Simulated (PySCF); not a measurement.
From results back to the method.

1,3-dichloropropane, C3H6Cl2.
Geometry (PBE0-D3(BJ)/def2-SVP, Å), atoms numbered from 1 in this order:
```xyz
11
C3H6Cl2 angstrom
Cl     1.7042    1.3490    0.9030
C      0.6769    0.9574   -0.5117
C      0.1655   -0.4658   -0.4554
C     -0.7310   -0.7628    0.7270
Cl    -2.2279    0.2211    0.6892
H      1.2898    1.1237   -1.4070
H     -0.1567    1.6730   -0.5096
H      1.0205   -1.1620   -0.4190
H     -0.3808   -0.6708   -1.3921
H     -0.2205   -0.5326    1.6721
H     -1.0419   -1.8156    0.7345
```

The closed-shell ground state was solved 5 times with PySCF (density fitting, gas phase), always with PBE0, in these basis sets: aug-cc-pVDZ, cc-pVDZ, def2-SVPD, def2-TZVP and pcSseg-0.

| row | total energy (Eh) | HOMO (eV) | LUMO (eV) | dipole (D) |
| --- | --- | --- | --- | --- |
| P | -1036.5675 | -8.42 | 1.08 | 2.64 |
| Q | -1037.9613 | -8.39 | 0.76 | 2.27 |
| R | -1037.9198 | -8.43 | -0.16 | 2.29 |
| S | -1037.5389 | -8.50 | 0.46 | 2.35 |
| T | -1037.9069 | -8.29 | 1.02 | 2.24 |

Task: Which basis belongs to which row?

Result: P = pcSseg-0, Q = def2-TZVP, R = aug-cc-pVDZ, S = def2-SVPD, T = cc-pVDZ. From the lowest total energy up: def2-TZVP (203 functions) 0 eV; aug-cc-pVDZ (177 functions) +1.13 eV; cc-pVDZ (108 functions) +1.48 eV; def2-SVPD (162 functions) +11.50 eV; pcSseg-0 (65 functions) +37.93 eV.

One conformer stands for the species.
